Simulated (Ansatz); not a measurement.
A made-up structure of CH$_{3}$OSi, doublet:

```csv
atom,x (Å),y (Å),z (Å)
O1,-0.9178,0.4241,1.4415
C2,0.7123,-1.1611,0.1791
Si3,-0.2689,0.4470,-0.2051
H4,-1.3774,-0.0328,-1.0627
H5,0.6929,1.2475,-0.9979
H6,-0.7943,1.2386,0.9436
```

It is relaxed with PBE-D4/def2-SVP and then PBE0-D4/def2-TZVP (Ansatz 0.2.0). Atoms count as bonded within 1.22 times the sum of their covalent radii (H–H: 0.88 Å). The end point is not checked to be a true minimum.

(1) Does its bonding change? (Judge from chemistry; the calculation decides.)

Results:

(1) By the calculation: Yes. Formed: C2–H5; broken: Si3–H5, Si3–H6.

Where it ends: The first stage lowers the energy by 5.26 eV in 40 steps. It ends as CH₃OSi ([CH][SiH][OH]):
O1  (-1.412, 0.882, 1.115)
C2  (0.889, 0.084, -0.554)
Si3  (-0.728, 0.213, -0.208)
H4  (-1.825, -0.267, -1.058)
H5  (1.936, 0.005, -0.770)
H6  (-0.815, 1.246, 1.773)
(Å)

Labels in which every atom is bracketed show which atoms are joined, not bond orders.

For scale, one of the runs: PBE0-D4/def2-TZVP relaxation, 117 basis functions, launched by `ansatz run in.yaml --threads 2 --pin off --events-out ev --progress --plain --max-ram 4352MiB`. Hardware: 2 CPU threads of an Intel Xeon 6975P-C, shared host. Wall time about 12 s.
